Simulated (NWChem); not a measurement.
Everything below was run with NWChem. System: CH, charge 2, spin multiplicity 2, at the geometry of a parent with another charge or spin, in a state set for the comparison that need not be this species' ground state. Its SCF solution wasn't tested for a lower state. Level: UHF/def2-TZVP.

NWChem printed:

```
             Northwest Computational Chemistry Package (NWChem) 7.3.0
             --------------------------------------------------------

                                NWChem Input Module
                                -------------------

 Scaling coordinates for geometry "geometry" by  1.889725989
 (inverse scale =  0.529177249)

 Turning off AUTOSYM since
 SYMMETRY directive was detected!

                             Geometry "geometry" -> ""
                             -------------------------

 Output coordinates in angstroms (scale by  1.889725989 to convert to a.u.)

  No.       Tag          Charge          X              Y              Z
 ---- ---------------- ---------- -------------- -------------- --------------
    1 C                    6.0000     0.00000000     0.00000000     0.16389100
    2 H                    1.0000     0.00000000     0.00000000    -0.98334800

 Effective nuclear repulsion energy (a.u.)       2.7675693504

            Nuclear Dipole moment (a.u.)
            ----------------------------
        X                 Y               Z
 ---------------- ---------------- ----------------
     0.0000000000     0.0000000000    -0.0000037795

      Symmetry information
      --------------------

 Group name             C2v
 Group number             16
 Group order               4
 No. of unique centers     2

      Symmetry unique atoms

     1    2


 Summary of "ao basis" -> "" (spherical)
 ------------------------------------------------------------------------------
       Tag                 Description            Shells   Functions and Types
 ---------------- ------------------------------  ------  ---------------------
 *                         def2-tzvp                  on all atoms

 Summary of "ao basis" -> "ao basis" (spherical)
 ------------------------------------------------------------------------------
       Tag                 Description            Shells   Functions and Types
 ---------------- ------------------------------  ------  ---------------------
 C                         def2-tzvp                11       31   5s3p2d1f
 H                         def2-tzvp                 4        6   3s1p

                                 NWChem SCF Module
                                 -----------------

  ao basis        = "ao basis"
  functions       =    37
  atoms           =     2
  alpha electrons =     3
  beta  electrons =     2
  charge          =   2.00
[...]
                     -----------------------------------------

 Vector    2  Occ=1.000000D+00  E=-1.642245D+00  Symmetry=a1
              MO Center= -5.7D-16, -4.1D-17, -2.6D-01, r^2= 5.9D-01
   Bfn.  Coefficient  Atom+Function         Bfn.  Coefficient  Atom+Function
  ----- ------------  ---------------      ----- ------------  ---------------
     3      0.451039  1 C  s                  4      0.433263  1 C  s
     2     -0.230020  1 C  s                  8     -0.194867  1 C  pz
    11     -0.154165  1 C  pz

 Vector    3  Occ=0.000000D+00  E=-7.939786D-01  Symmetry=a1
              MO Center= -2.2D-16, -8.1D-16,  2.6D-01, r^2= 1.1D+00
   Bfn.  Coefficient  Atom+Function         Bfn.  Coefficient  Atom+Function
  ----- ------------  ---------------      ----- ------------  ---------------
     4      0.349619  1 C  s                  8      0.339504  1 C  pz
    11      0.319096  1 C  pz                33     -0.223326  2 H  s
     3      0.218557  1 C  s                  5      0.155588  1 C  s

 Vector    4  Occ=0.000000D+00  E=-7.435067D-01  Symmetry=b2
              MO Center= -3.1D-18,  1.7D-16,  1.1D-01, r^2= 9.5D-01
   Bfn.  Coefficient  Atom+Function         Bfn.  Coefficient  Atom+Function
  ----- ------------  ---------------      ----- ------------  ---------------
    10      0.496361  1 C  py                 7      0.479178  1 C  py
    13      0.185981  1 C  py

 Vector    5  Occ=0.000000D+00  E=-7.435067D-01  Symmetry=b1
              MO Center=  7.3D-16,  2.9D-18,  1.1D-01, r^2= 9.5D-01
   Bfn.  Coefficient  Atom+Function         Bfn.  Coefficient  Atom+Function
  ----- ------------  ---------------      ----- ------------  ---------------
     9      0.496361  1 C  px                 6      0.479178  1 C  px
    12      0.185981  1 C  px

 center of mass
 --------------
 x =   0.00000000 y =   0.00000000 z =   0.14173852

 moments of inertia (a.u.)
 ------------------
           4.369856381615           0.000000000000           0.000000000000
           0.000000000000           4.369856381615           0.000000000000
           0.000000000000           0.000000000000           0.000000000000

  Mulliken analysis of the total density
  --------------------------------------

    Atom       Charge   Shell Charges
 -----------   ------   -------------------------------------------------------
    1 C    6     4.56   0.87  1.11  0.83  0.80  0.02  0.51  0.40  0.01  0.00  0.01  0.00
    2 H    1     0.44   0.17  0.24 -0.00  0.03

  Mulliken analysis of the alpha density
  --------------------------------------

    Atom       Charge   Shell Charges
 -----------   ------   -------------------------------------------------------
    1 C    6     2.72   0.44  0.55  0.49  0.44  0.01  0.44  0.34  0.01  0.00  0.01  0.00
    2 H    1     0.28   0.11  0.16 -0.00  0.02

   Mulliken analysis of the beta density
   -------------------------------------

    Atom       Charge   Shell Charges
 -----------   ------   -------------------------------------------------------
    1 C    6     1.85   0.43  0.56  0.35  0.37  0.01  0.07  0.06  0.00  0.00  0.00  0.00
    2 H    1     0.15   0.06  0.08  0.00  0.01

   Mulliken analysis of the spin density
   -------------------------------------

    Atom       Charge   Shell Charges
 -----------   ------   -------------------------------------------------------
    1 C    6     0.87   0.00 -0.01  0.14  0.07  0.00  0.37  0.27  0.01  0.00  0.01  0.00
    2 H    1     0.13   0.05  0.08 -0.01  0.01

       Multipole analysis of the density wrt the origin
       ------------------------------------------------

     L   x y z        total         alpha         beta         nuclear
     -   - - -        -----         -----         ----         -------
     0   0 0 0      2.000000     -3.000000     -2.000000      7.000000

     1   1 0 0      0.000000      0.000000      0.000000      0.000000
     1   0 1 0     -0.000000     -0.000000      0.000000      0.000000
     1   0 0 1     -0.285750     -0.466174      0.180428     -0.000004

     2   2 0 0     -1.889422     -1.181345     -0.708077      0.000000
     2   1 1 0      0.000000      0.000000      0.000000      0.000000
     2   1 0 1     -0.000000     -0.000000     -0.000000      0.000000
     2   0 2 0     -1.889422     -1.181345     -0.708077      0.000000
     2   0 1 1     -0.000000     -0.000000     -0.000000      0.000000
     2   0 0 2     -0.264467     -3.152000     -1.141109      4.028642

 Task  times  cpu:        0.2s     wall:        0.2s

 Total times  cpu:        0.2s     wall:        0.2s
```

Write an NWChem input that would produce this output.

This is not unique; one that fits is 
```
start mol
memory heap 200 mb stack 900 mb global 1100 mb
charge 2
geometry units angstroms nocenter noautoz
  C      0.000000     0.000000     0.163891
  H      0.000000     0.000000    -0.983348
  symmetry group C2v
end
basis spherical
  * library def2-tzvp
end
scf
  uhf
  nopen 1
  maxiter 100
  thresh 1e-7
  semidirect memsize 60000000 filesize 0
  # guess.movecs holds the orbitals of an unrestricted PBE0 run
  vectors input guess.movecs output mol.movecs
end
task scf energy
```
